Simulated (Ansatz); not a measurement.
A made-up structure of C2H4N (charge -1), singlet:

C1  (-0.929, -0.779, -0.650)
C2  (-0.171, 0.236, -0.237)
N3  (1.072, 0.053, 0.489)
H4  (-1.780, -0.397, -1.244)
H5  (-0.335, 1.313, -0.427)
H6  (-0.714, -1.702, -0.175)
H7  (1.118, -0.948, 0.677)
(Å)

It is relaxed with PBE-D4/def2-SVPD and then PBE0-D4/def2-TZVPD (Ansatz 0.2.0). Atoms count as bonded within 1.22 times the sum of their covalent radii (H–H: 0.88 Å). The end point is not checked to be a true minimum.

**Question.** Does its bonding change? (Judge from chemistry; the calculation decides.)

**Answer.** The calculation gives: No: no bond forms or breaks.

Where it ends: The first stage lowers the energy by 0.73 eV in 7 steps. It ends as C₂H₄N ([CH2][CH][NH]), total charge -1:
```csv
atom,x (Å),y (Å),z (Å)
C1,-0.9716,-0.7314,-0.6134
C2,-0.0547,0.2102,-0.1799
N3,1.0644,0.1307,0.5277
H4,-1.8381,-0.4320,-1.1957
H5,-0.3022,1.2420,-0.4837
H6,-0.8544,-1.7906,-0.3868
H7,1.2175,-0.8536,0.7659
```

Labels in which every atom is bracketed show which atoms are joined, not bond orders.

For scale, one of the runs: PBE0-D4/def2-TZVPD relaxation, 147 basis functions, launched by `ansatz run in.yaml --threads 2 --pin off --events-out ev --progress --plain --max-ram 4352MiB`. Hardware: 2 CPU threads of an Arm Neoverse V2, shared host. Wall time about 11 s.
